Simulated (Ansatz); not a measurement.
Species: CH$_{4}$S, net charge 1, doublet state. SMILES of the parent species: CS

Atoms: C1, S2, H3, H4, H5, H6. Bonds: C1-S2, C1-H4, C1-H5, C1-H6, S2-H3.

Bond lengths (Å) and angles (degrees) optimised at HF/3-21G with Ansatz (an electronic-structure program); PBE/6-31G* with Ansatz; B3LYP/6-31G* with Ansatz; MP2/6-31G* with Ansatz, each started from the B3LYP-D3(BJ)/def2-TZVP structure (Ansatz) of the last column. A row stands for all coordinates that are equal there. 6-31G* holds six Cartesian d functions. No wavenumbers were computed at PBE/6-31G*, MP2/6-31G*, so these may be saddle points.

```
coordinate  HF/3-21G  PBE/6-31G*  B3LYP/6-31G*  MP2/6-31G*  B3LYP-D3(BJ)/def2-TZVP
----------  --------  ----------  ------------  ----------  ----------------------
C1-S2          1.935       1.787         1.798       1.789                   1.778
C1-H4          1.076       1.100         1.091       1.089                   1.087
C1-H5          1.080       1.112         1.101       1.096                   1.097
S2-H3          1.360       1.371         1.360       1.349                   1.358
S2-C1-H4       104.7       108.5         108.0       108.0                   108.0
S2-C1-H5       106.5       109.7         109.1       109.1                   108.7
C1-S2-H3       100.4        98.3          98.5        98.6                    98.4
H4-C1-H5       112.9       111.1         111.2       110.9                   111.7
H5-C1-H6       112.6       106.6         108.0       109.0                   108.1
```

Mean signed difference of all 5 bond lengths from B3LYP-D3(BJ)/def2-TZVP: HF/3-21G 0.022 Å, PBE/6-31G* 0.013 Å, B3LYP/6-31G* 0.007 Å, MP2/6-31G* 0.000 Å.
